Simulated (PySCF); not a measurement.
# Protonation sites of `C1CP1` (C2H5P)

Molecule: `C1CP1` (C2H5P). Atom numbers as in the mapped SMILES `[CH2:1]1[CH2:2][PH:3]1`.

Level of theory: ωB97X-D3(BJ)/def2-TZVP single points in PySCF, grid level 2; every species was optimised with PBE0-D3(BJ)/def2-SVP. ωB97X-D3(BJ) is ωB97X-V with D3(BJ) in place of VV10. Thermal corrections: PBE0-D3(BJ)/def2-SVP frequencies, unscaled, ideal gas at 298.15 K and 1 bar, quasi-RRHO entropy.

```jsonl
{"site": "P3 (phosphorus)", "product": "C1C[PH2+]1", "PA / kcal/mol": "198.8", "GB / kcal/mol": "190.9"}
```

PA is −ΔH and GB is −ΔG of B + H⁺ → BH⁺ in the gas phase. Sites whose products fell apart, merged with another or lost in a GFN2-xTB screen aren't listed.

In dichloromethane the product from P3 is solvated 55.3 kcal/mol more strongly than the parent (electrostatics only).

In 1,4-dioxane the product from P3 is solvated 34.2 kcal/mol more strongly than the parent (electrostatics only).

Proton affinity (−ΔH), Gas-phase basicity (−ΔG): the gap is larger than usual, and may come from another state, site, conformer or species, from the functional or basis, or from an outlying measurement.

Measured values (NIST Chemistry WebBook, evaluated or the median of agreeing entries): proton affinity (−ΔH) 802 kJ/mol (computed 832, difference 29); gas-phase basicity (−ΔG) 768 kJ/mol (computed 799, difference 31).

Hardware: 1 thread of Arm Neoverse V1, shared with other jobs. Command: `OMP_NUM_THREADS=1 python redox_run.py task.json out`. Structures, frequencies and single points: 120 s.

Differences come from unrounded values, so a last digit can differ from that of the printed terms.
